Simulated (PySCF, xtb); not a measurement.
Potential energy curve for SMILES [F][Al]([F])[F] (AlF₃). The Al1–F4 bond (Al1 also carries F, F; F4 carries nothing else) is pulled apart rigidly from the PBE0/def2-TZVP optimised geometry.

- UKS-M06-2X = PySCF with unrestricted M06-2X/6-31G
- RKS-PBE = restricted PBE/6-31G run with PySCF
- UCCSD = CCSD on UHF/6-31G, 8 core orbitals frozen (PySCF 2.14.0)
- GFN1-xTB (xtb)
- UKS-CAM-B3LYP = unrestricted CAM-B3LYP/6-31G in PySCF

Energies are in kJ/mol, each relative to the lowest point of its own curve near equilibrium.

```json
[
 {"R / Å": "1.31", "UKS-M06-2X": "391.0", "RKS-PBE": "418.9", "UCCSD": "414.2", "GFN1-xTB": "234.4", "UKS-CAM-B3LYP": "390.0"},
 {"R / Å": "1.39", "UKS-M06-2X": "200.9", "RKS-PBE": "223.7", "UCCSD": "217.4", "GFN1-xTB": "99.8", "UKS-CAM-B3LYP": "201.1"},
 {"R / Å": "1.46", "UKS-M06-2X": "98.9", "RKS-PBE": "116.6", "UCCSD": "110.5", "GFN1-xTB": "38.9", "UKS-CAM-B3LYP": "99.4"},
 {"R / Å": "1.52", "UKS-M06-2X": "45.1", "RKS-PBE": "58.4", "UCCSD": "53.2", "GFN1-xTB": "12.4", "UKS-CAM-B3LYP": "45.8"},
 {"R / Å": "1.58", "UKS-M06-2X": "14.3", "RKS-PBE": "23.2", "UCCSD": "19.3", "GFN1-xTB": "1.4", "UKS-CAM-B3LYP": "14.9"},
 {"R / Å": "1.63", "UKS-M06-2X": "2.0", "RKS-PBE": "7.1", "UCCSD": "4.7", "GFN1-xTB": "0.0", "UKS-CAM-B3LYP": "2.4"},
 {"R / Å": "1.70", "UKS-M06-2X": "0.0", "RKS-PBE": "0.0", "UCCSD": "0.0", "GFN1-xTB": "6.1", "UKS-CAM-B3LYP": "0.0"},
 {"R / Å": "1.72", "UKS-M06-2X": "2.0", "RKS-PBE": "0.6", "UCCSD": "1.3", "GFN1-xTB": "9.1", "UKS-CAM-B3LYP": "1.9"},
 {"R / Å": "1.79", "UKS-M06-2X": "16.0", "RKS-PBE": "9.5", "UCCSD": "13.1", "GFN1-xTB": "22.6", "UKS-CAM-B3LYP": "15.5"},
 {"R / Å": "1.88", "UKS-M06-2X": "45.8", "RKS-PBE": "32.8", "UCCSD": "40.5", "GFN1-xTB": "44.6", "UKS-CAM-B3LYP": "44.5"},
 {"R / Å": "2.01", "UKS-M06-2X": "102.6", "RKS-PBE": "79.8", "UCCSD": "94.3", "GFN1-xTB": "81.5", "UKS-CAM-B3LYP": "99.5"},
 {"R / Å": "2.22", "UKS-M06-2X": "207.3", "RKS-PBE": "167.7", "UCCSD": "194.3", "GFN1-xTB": "145.1", "UKS-CAM-B3LYP": "200.1"},
 {"R / Å": "2.41", "UKS-M06-2X": "300.7", "RKS-PBE": "245.6", "UCCSD": "282.9", "GFN1-xTB": "201.5", "UKS-CAM-B3LYP": "289.1"},
 {"R / Å": "2.66", "UKS-M06-2X": "405.9", "RKS-PBE": "335.4", "UCCSD": "383.3", "GFN1-xTB": "269.0", "UKS-CAM-B3LYP": "392.5"},
 {"R / Å": "2.93", "UKS-M06-2X": "471.8", "RKS-PBE": "412.7", "UCCSD": "462.8", "GFN1-xTB": "330.0", "UKS-CAM-B3LYP": "465.7"},
 {"R / Å": "3.24", "UKS-M06-2X": "511.5", "RKS-PBE": "478.6", "UCCSD": "510.1", "GFN1-xTB": "384.0", "UKS-CAM-B3LYP": "513.2"},
 {"R / Å": "3.54", "UKS-M06-2X": "532.2", "RKS-PBE": "—", "UCCSD": "525.1", "GFN1-xTB": "422.2", "UKS-CAM-B3LYP": "539.1"},
 {"R / Å": "3.98", "UKS-M06-2X": "544.8", "RKS-PBE": "—", "UCCSD": "530.1", "GFN1-xTB": "459.2", "UKS-CAM-B3LYP": "557.9"},
 {"R / Å": "4.43", "UKS-M06-2X": "547.8", "RKS-PBE": "—", "UCCSD": "530.3", "GFN1-xTB": "481.2", "UKS-CAM-B3LYP": "564.7"},
 {"R / Å": "4.86", "UKS-M06-2X": "548.8", "RKS-PBE": "—", "UCCSD": "531.0", "GFN1-xTB": "—", "UKS-CAM-B3LYP": "566.0"},
 {"R / Å": "5.71", "UKS-M06-2X": "549.9", "RKS-PBE": "—", "UCCSD": "531.7", "GFN1-xTB": "—", "UKS-CAM-B3LYP": "567.1"}
]
```

At the longest distance, 5.71 Å, UKS-CAM-B3LYP lies highest above its minimum (567.1 kJ/mol) and UCCSD lowest (531.7 kJ/mol).

A dash means that the run gave no value there, or that the column was ended at a point which the program doubted or which failed a test of continuity chosen for this set; such a test can also cut sound points.

The unrestricted determinant behind UKS-M06-2X, UKS-CAM-B3LYP is spin-contaminated at 2.66 to 5.71 Å (<S²> up to 1.0, against 0.00 for a pure singlet). The restricted form behind RKS-PBE keeps the bonding electrons paired and can't separate into open-shell fragments. The unrestricted solution behind UCCSD changes between 2.41 and 2.66 Å, which can leave a kink. The unrestricted determinant behind UCCSD is spin-contaminated at 2.41 to 5.71 Å (<S²> up to 1.0, against 0.00 for a pure singlet).
